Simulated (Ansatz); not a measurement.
Barrier height from H + FH to the transition structure FH2, without zero-point energy, on the benchmark's geometries as Psi4's copy of the set gives them.
Transition structure (charge 0, multiplicity 2):
```csv
atom,x (Å),y (Å),z (Å)
H,0.0000,0.0000,1.1372
F,0.0000,0.0000,0.0000
H,0.0000,0.0000,-1.1372
```

Open shells are unrestricted; no spin–orbit coupling.

Frozen-core correlation. CBS(a, b) extrapolates the correlation energy as X⁻³ and adds the Hartree–Fock energy of set b.

Run with Ansatz (a program for electronic structure). Each number belongs to the level named beside it.

The comparison value is 41.94 kcal/mol (CCSD(T)/CBS(aug-cc-pVTZ, aug-cc-pVQZ)). It is a level with limits of its own, not the exact answer.

Task: Order these levels by how close they come to the comparison value for the barrier height, closest first: CCSD(T)/aug-cc-pVQZ, BHLYP/def2-TZVPPD, wB97M-V/def2-TZVPPD, r2SCAN/def2-TZVPPD. Give each level's value less the comparison value.

Result: CCSD(T)/aug-cc-pVQZ (-0.06 kcal/mol), BHLYP/def2-TZVPPD (-3.42 kcal/mol), wB97M-V/def2-TZVPPD (-4.78 kcal/mol), r2SCAN/def2-TZVPPD (-12.81 kcal/mol)
